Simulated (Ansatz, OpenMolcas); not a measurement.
**Ansatz → OpenMolcas**

Ansatz 0.2.0 runs this on doublet [Si2NH7]+:

in.yaml:
```yaml
crystal:
  periodic: [false, false, false]
  atoms:
    - {symbol: Si, position_ang: [-1.042800, 0.758390, -0.879990]}
    - {symbol: N, position_ang: [0.119990, 0.500410, 0.368670]}
    - {symbol: Si, position_ang: [0.995830, -0.935260, 0.755390]}
    - {symbol: H, position_ang: [-1.373610, -0.567260, -1.458240]}
    - {symbol: H, position_ang: [-0.532280, 1.645360, -1.962590]}
    - {symbol: H, position_ang: [-2.274280, 1.393560, -0.336440]}
    - {symbol: H, position_ang: [0.361990, 1.317290, 0.912940]}
    - {symbol: H, position_ang: [0.403090, -2.042290, -0.034740]}
    - {symbol: H, position_ang: [0.897240, -1.243020, 2.208320]}
    - {symbol: H, position_ang: [2.444830, -0.827180, 0.426680]}
basis:
  gaussian:
    orbitals: 3-21G.json
hamiltonian:
  xc: hf
output:
  orbitals: {seedname: orbitals}
magnetization:
  spin_polarized: true
  initial_magnetization: 1
total_charge: 1
accuracy: high
```

```bash
$ ansatz run in.yaml --threads 1 --pin off --max-ram 3480MiB --events-out events.jsonl --progress --plain --runs-dir runs
```

(Basis files named in the input come from the Basis Set Exchange and aren't shown.)

The shape is that of a PBE0-D4/def2-TZVP optimisation. That shape belongs to the parent species and isn't relaxed for this state.

It gives a total energy of -632.718140 Eh.

Write the same calculation for OpenMolcas 26.06 as an input file of the program's own.

For example:

geom.xyz:
```
10

Si    -1.042800     0.758390    -0.879990
N      0.119990     0.500410     0.368670
Si     0.995830    -0.935260     0.755390
H     -1.373610    -0.567260    -1.458240
H     -0.532280     1.645360    -1.962590
H     -2.274280     1.393560    -0.336440
H      0.361990     1.317290     0.912940
H      0.403090    -2.042290    -0.034740
H      0.897240    -1.243020     2.208320
H      2.444830    -0.827180     0.426680
```

run.input:
```
&GATEWAY
BasLib
$CurrDir
Coord
geom.xyz
Basis
3-21G
Group
NoSym
&SEWARD
&SCF
UHF
Charge
1
Spin
2
Thresholds
1e-10 1e-07 1e-07 1e-05
PrOrbitals
1 1
```

```bash
$ export MOLCAS_MEM=1860
$ pymolcas run.input > run.log
```

(Basis files named in the input come from the Basis Set Exchange and aren't shown.)

Its energy is -632.718140 Eh, 0.000 mEh from the first.
